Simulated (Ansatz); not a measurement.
# [SiH3]+ (SMILES [SiH3+]) at RPA@PBE0/aug-cc-pVTZ

What is the energy change on altering one bond length of [SiH3]+ at RPA@PBE0/aug-cc-pVTZ? 

The results are computed with Ansatz 0.2.0.

1 further run of the same task is left out (it didn't finish).

### Step 1. The molecule

[SiH3]+ has 4 atoms, charge +1, and is taken as a singlet. As SMILES, `[SiH3+]`. Geometry: relaxed at PBE0-D4/def2-TZVP.

Bond lengths: Si1–H2 1.472 Å, Si1–H3 1.472 Å, Si1–H4 1.472 Å. Angles: H2–Si1–H3 120.0°, H2–Si1–H4 120.0°, H3–Si1–H4 120.0°.

### Step 2. A single-point energy at RPA@PBE0/aug-cc-pVTZ

molecule.yaml

```yaml
crystal:
  periodic: [false, false, false]
  atoms:
    - {symbol: Si, position_ang: [-0.000000, -0.000000, 0.000000]}
    - {symbol: H, position_ang: [0.686900, 0.675400, 1.113000]}
    - {symbol: H, position_ang: [-0.118400, -1.467200, -0.009900]}
    - {symbol: H, position_ang: [-0.568500, 0.791700, -1.103100]}
basis:
  gaussian:
    orbitals: aug-cc-pVTZ
accuracy: high
correlation:
  method: rpa
  frozen_orbitals: {H: 0, Si: 5}
hamiltonian:
  xc: pbe0
total_charge: 1
```

The run is started by

```sh
ansatz run molecule.yaml --threads 1 --pin off --max-ram 3480MiB --events-out events.jsonl --progress --plain --runs-dir runs
```

The program printed:

```text
Warning: RAYON_NUM_THREADS=1 ignored (pool sized by the plan → 1); use --threads N
Functional definition: PBE0
  name "PBE0"
  parameter a = 0.25
  parameter kappa = 0.804
  parameter beta = 0.06672455060314922
  exchange = (1 - a)*pbe_x(kappa = kappa, mu = beta*pi^2/3) + a*exact_x
  correlation = pbe_c(beta = beta)
1784 factors; integrals over basis functions are off by at most 3.7e-9 eV
mean field evaluation 1: about -7913.0096 eV, gradient 1.1e1 eV
mean field evaluation 2: about -7913.0094 eV, gradient 1.1e1 eV
mean field evaluation 4: about -7913.3544 eV, gradient 7.6e-1 eV
mean field evaluation 8: about -7913.3553 eV, gradient 3.2e-4 eV
mean field evaluation 16: about -7913.3553 eV, gradient 1.1e-8 eV
mean field -7913.35528910 eV, -290.8104430097 hartree, gradient 1.1e-8 eV, S^2 0.000000; 0 other end points of the search recorded, 0 dependent functions left out
5 core orbitals not correlated: weight in the atoms' cores, before any rotation towards them, 1.000 or more for the frozen orbitals, at most 0.000 for the correlated occupied ones
reference -7900.95775774 eV, -290.3548421356 hartree; 3, 3 occupied and 111, 111 virtual orbitals, 1784 factors
Total energy: -7906.77852893 eV, -290.5687515310 hartree
```

Wall time 7.8 s (1 thread of Arm Neoverse V1, shared host); peak memory 0.31 GiB.

### Step 3. The distorted shape at the same level

run.yaml

```yaml
crystal:
  periodic: [false, false, false]
  atoms:
    - symbol: Si
      position_ang: [-0.824286, -0.810486, -1.335610]
    - symbol: H
      position_ang: [0.686900, 0.675400, 1.113000]
    - symbol: H
      position_ang: [-0.942686, -2.277686, -1.345510]
    - symbol: H
      position_ang: [-1.392786, -0.018786, -2.438710]
basis:
  gaussian: {orbitals: aug-cc-pVTZ}
total_charge: 1
hamiltonian: {xc: pbe0}
correlation: {method: rpa, frozen_orbitals: {H: 0, Si: 5}}
accuracy: high
```

The run is started by

```sh
ansatz run run.yaml --threads 1 --pin off --max-ram 3480MiB --events-out events.jsonl --progress --plain --runs-dir runs
```

The program printed (excerpt; [...] marks lines left out):

```text
Warning: RAYON_NUM_THREADS=1 ignored (pool sized by the plan → 1); use --threads N
[... 2 set-up lines as earlier in the session ...]
[...]
1775 factors; integrals over basis functions are off by at most 3.7e-9 eV
[...]
mean field -7908.68361923 eV, -290.6387623086 hartree, gradient 6.1e-8 eV, S^2 0.000000; 0 other end points of the search recorded, 0 dependent functions left out; unrestricted orbitals would lower it
[...]
unrestricted determinant -7897.93423929 eV, -290.2437298817 hartree, S^2 0.9639
5 core orbitals not correlated: weight in the atoms' cores, before any rotation towards them, 1.000 or more for the frozen orbitals, at most 0.000 for the correlated occupied ones
reference -7895.18530359 eV, -290.1427083580 hartree; 3, 3 occupied and 111, 111 virtual orbitals, 1775 factors
Total energy: -7902.30319023 eV, -290.4042858675 hartree
```

It took 9 s on 1 thread of Arm Neoverse V1, shared host; peak memory 0.33 GiB.

### Step 4. What came out

Level: RPA@PBE0/aug-cc-pVTZ, 5 core orbitals frozen.

```
                                                          quantity          value
                                         first shape: total energy  -290.56875 Eh
                     first shape: RPA correlation energy (valence)     -213.9 mEh
                                     distorted shape: total energy  -290.40429 Eh
                 distorted shape: RPA correlation energy (valence)     -261.6 mEh
energy change with the Si1–H2 bond stretched from 1.472 to 3.238 Å       4.475 eV
```

In words: With the Si1–H2 bond stretched from 1.472 to 3.238 Å the energy rises by 4.48 eV (432 kJ/mol). The first shape isn't relaxed at this level, so the change isn't measured from a minimum. The restricted solution (distorted shape) is unstable to spin breaking: an unrestricted one lies lower.
